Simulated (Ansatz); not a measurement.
Basis-set extrapolation for `CNC(O)O` (PBE0-D4/def2-TZVP geometry, frozen core, Ansatz 0.2.0). Multiplicity 1, RHF reference.

```csv
,def2-TZVPP,def2-QZVPP
HF,-284.099949,-284.113393
MP2 correlation,-1.039711,-1.116432
CCSD(T) correlation,-1.109500,not run
```

Energies in hartree. Use E(X) = E(∞) + A·exp(−7.88·√X) for Hartree–Fock and E(X) = E(∞) + B·X^(−2.97) for correlation, with X = 3 and 4, and add CCSD(T) minus MP2 of the smaller set to the MP2 limit.

Q: What is the CCSD(T) energy at the basis-set limit?

A: HF limit: -284.113393 + (-0.013444) × 0.13774 = -284.11524. MP2 limit: -1.116432 + (-0.076721) × 0.74074 = -1.17326. Higher-order term: -1.109500 − (-1.039711) = -0.06979. Total: -285.35829 hartree, 93.4 kcal/mol below CCSD(T)/def2-TZVPP.
